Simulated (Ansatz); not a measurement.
# FH5Si: the cost of one run

Method: RKS PBE-D4/6-31G*, in Ansatz 0.2.0.

## 1. The starting structure

Bond lengths: Si1–H3 1.460 Å, Si1–H4 1.459 Å, Si1–H5 1.459 Å, Si1–F6 1.890 Å. Angles: H3–Si1–H4 109.5°, H3–Si1–H5 109.5°, H3–Si1–F6 178.9°, H4–Si1–H5 109.5°, H4–Si1–F6 70.0°, H5–Si1–F6 70.0°.

Structure file:

```xyz
7

Si    0.0000    0.0000    0.0000
H     0.0000    0.0000    1.8100
H     1.3768    0.0000   -0.4862
H    -0.6877    1.1914   -0.4862
H    -0.6877   -1.1914   -0.4862
F    -1.7936    0.0000    0.5960
H    -0.9735    0.0000    1.6930
```

## 2. Pulling towards end A

Springs on the bonds that form and break draw the guess towards this end; the thresholds are loose.

File input.yaml:

```yaml
crystal:
  periodic: [false, false, false]
  atoms:
    - { symbol: Si, position_ang: [0.0, 0.0, 0.0] }
    - { symbol: H, position_ang: [0.0, 0.0, 1.81] }
    - { symbol: H, position_ang: [1.3768, 0.0, -0.4862] }
    - { symbol: H, position_ang: [-0.6877, 1.1914, -0.4862] }
    - { symbol: H, position_ang: [-0.6877, -1.1914, -0.4862] }
    - { symbol: F, position_ang: [-1.7936, 0.0, 0.596] }
    - { symbol: H, position_ang: [-0.9735, 0.0, 1.693] }
basis:
  gaussian: { orbitals: "6-31G*" }
hamiltonian:
  xc: pbe
  dispersion: d4
relax:
  f_tol: 0.15
  max_steps: 25
  restrain:
    - { distance: [0, 5], at: 2.79, k: 30.0 }
    - { distance: [6, 1], at: 1.86, k: 30.0 }
    - { distance: [0, 1], at: 1.46, k: 30.0 }
    - { distance: [6, 5], at: 0.92, k: 30.0 }
```

Started as:

```console
$ ansatz run input.yaml --threads 1 --pin off --max-ram 2048MiB --backend cpu --events-out ev --progress --plain --runs-dir out
```

Q: Estimate wall time and peak memory on 1 thread of AMD EPYC 7R43 (Zen 3), shared host.

About 6.5 s, with a peak of 0.12 GiB.
